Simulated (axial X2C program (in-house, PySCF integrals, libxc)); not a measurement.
**Low determinants of PO at the PBE0 level, two-component**

Calculated with an axial X2C code built on PySCF integrals. Two-component (2c) means X2C with spin–orbit coupling and atomic mean-field two-electron Coulomb and Gaunt terms. Basis: P dyall-v3z [8s7p2d1f], O dyall-av3z [7s6p3d2f] (cores contracted in-house); Gaussian nuclei, density fitting, unrestricted open shells. Masses: P 30.974 u, O 15.995 u.

Search at 1.487 Å (vertical energies from the lowest determinant):

| ΔE (eV) | state | electrons beyond evenly filled partner blocks | electrons in ±ω = 1/2, 3/2, 5/2, 7/2 |
| --- | --- | --- | --- |
| 0.00 | Ω = 1/2 | ω = 1/2 | 19 4 0 0 |
| 0.03 | Ω = 3/2 | ω = 3/2 | 18 5 0 0 |
| 4.26 | Ω = 5/2 | ω = -1/2, 2 × ω = 3/2 | 19 4 0 0 |
| 4.28 | Ω = 1/2 | 2 × ω = -1/2, ω = 3/2 | 18 5 0 0 |
| 5.52 | Ω = 3/2 | ω = 3/2 | 20 3 0 0 |
| 5.57 | Ω = 5/2 | 2 × ω = 1/2, ω = 3/2 | 18 5 0 0 |

Lowest determinant, Ω = 1/2 (⟨Sz⟩ = -0.50, ⟨Lz⟩ = 1.00 at PBE0): Re = 1.483 Å, ωe = 1272.3 cm⁻¹.

The determinant in row 2 of the search, Ω = 3/2 (⟨Sz⟩ = 0.50, ⟨Lz⟩ = 1.00 at PBE0), was followed along the bond at PBE0; measured from the minimum of the lowest determinant it gives:

Te = 0.029 eV (232 cm⁻¹), Re = 1.483 Å, ωe = 1272.6 cm⁻¹.

**Question.** Compare the bond of the determinant in row 2 with that of the lowest one.

**Answer.** At PBE0 its Re is the same within 0.001 Å and its force constant, which goes as ωe², is 1.00 times that of the lowest determinant. T0 ≈ Te + Δωe/2 = 232 + (0) = 232 cm⁻¹.

The search compares states at one distance, so a state with another bond length can lie lower; it is not exhaustive and yields mostly the lowest determinant of each block pattern, so other components and higher states of one pattern are missing. These are energies of single determinants, not of spin-adapted states; PBE0 term energies can be off by some tenths of an eV, and the functional has no current term.
